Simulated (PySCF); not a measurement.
# Cost against result

Saddle point of AlH3O2, singlet (AlH₃O₂ ([OH][AlH][OH]) → AlHO₂ ([O][Al][OH]) + H₂; bonds formed: H2–H4; bonds broken: Al1–H2, O3–H4), PBE0-D4/def2-TZVP structure:

```xyz
6
angstrom
Al 0.2134 0.1861 0.2183
H -0.0404 -1.4413 -0.7033
O 1.5947 -0.4557 0.7538
H 0.6961 -1.4121 -0.2424
O -1.1211 1.1182 -0.1512
H -1.3426 2.0048 0.1249
```

Barriers are electronic and count from the start structure reached by relaxing down the imaginary mode.

Computed with PySCF 2.14 with density fitting (its default auxiliary sets; JK sets also for MP2 and CCSD(T)) (basis: as named in each row); correlated methods freeze the cores. B3LYP uses VWN-RPA correlation. Extrapolation: Hartree–Fock as exp(−7.88 √X), correlation as X^−2.97.

Times are rough, for one single point on 4 threads of a shared host (Arm Neoverse V2).

The estimate by CCSD(T) at an estimated basis limit (MP2 extrapolated from triple and quadruple zeta, plus CCSD(T) − MP2 in triple zeta) is 69.07 kcal/mol.

| method | basis | time (s) | barrier (kcal/mol) | method less estimate |
| --- | --- | --- | --- | --- |
| HF | STO-3G | under 1 | 146.17 | 77.10 |
| B3LYP-D4 | 6-31G | 2 | 76.76 | 7.69 |
| PBE0-D4 | def2-SVP | 2 | 69.95 | 0.89 |
| MP2 | def2-QZVPP | 2 | 65.83 | -3.24 |
| PBE-D4 | def2-SVP | 2 | 61.54 | -7.52 |
| CCSD(T) | def2-SVP | 4 | 72.74 | 3.67 |
| SPW92 | def2-TZVPP | 4 | 59.66 | -9.41 |
| PBE0-D4 | def2-TZVPP | 5 | 68.20 | -0.86 |
| BHLYP-D4 | def2-TZVPP | 5 | 75.82 | 6.75 |
| B3LYP-D4 | def2-TZVPP | 5 | 67.50 | -1.56 |
| PBE-D4 | def2-TZVPP | 5 | 60.50 | -8.56 |
| r2SCAN-D4 | def2-TZVPP | 11 | 64.79 | -4.27 |
| wB97M-V | def2-TZVPP | 68 | 70.17 | 1.11 |
| CCSD(T) | def2-TZVPP | 74 | 69.75 | 0.69 |

All methods are single points on the PBE0-D4 structures.

No T1 diagnostic of these runs exceeds 0.025.

Labels in which every atom is bracketed show which atoms are joined, not bond orders.
